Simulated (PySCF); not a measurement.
Compound: 1,2,4-thiadiazole, C2H2N2S.
Bonds: C1–N2 (aromatic), N2–C3 (aromatic), C3–S4 (aromatic), S4–N5 (aromatic), C1–N5 (aromatic). Hydrogens: H6 on C1; H7 on C3.

Computed geometry: GFN2-xTB, gas phase.

(1) Give the optimised bond lengths and angles.

Answers

(1) 
```csv
bond,length (Å),order
C1–N2,1.345,aromatic
N2–C3,1.290,aromatic
C3–S4,1.731,aromatic
S4–N5,1.628,aromatic
C1–N5,1.303,aromatic
C1–H6,1.074,single
C3–H7,1.070,single
```

Orders are formal, as drawn. A selection of angles:
```csv
angle,degrees
N2–C1–N5,118.5
N2–C1–H6,120.7
N5–C1–H6,120.8
C1–N2–C3,109.1
N2–C3–S4,112.0
N2–C3–H7,124.7
S4–C3–H7,123.2
C3–S4–N5,90.7
C1–N5–S4,109.6
```

The C–N distances run from 1.290 Å (N2–C3, aromatic) to 1.345 Å (C1–N2, aromatic), a spread of 0.055 Å. The 5 heavy atoms lie in one plane (0.000 Å rms). S4 (ring sulfur) is bent (angle 90.7°). The 5-membered ring C1–N2–C3–S4–N5 has internal angles of 90.7° to 118.5° (sum 540°, against 540° for a flat polygon); it is planar, 0.00 Å rms from its mean plane, widest ring torsion 0°.

Point group: Cs (tolerance 0.08 Å). Not checked by GFN2-xTB frequencies.
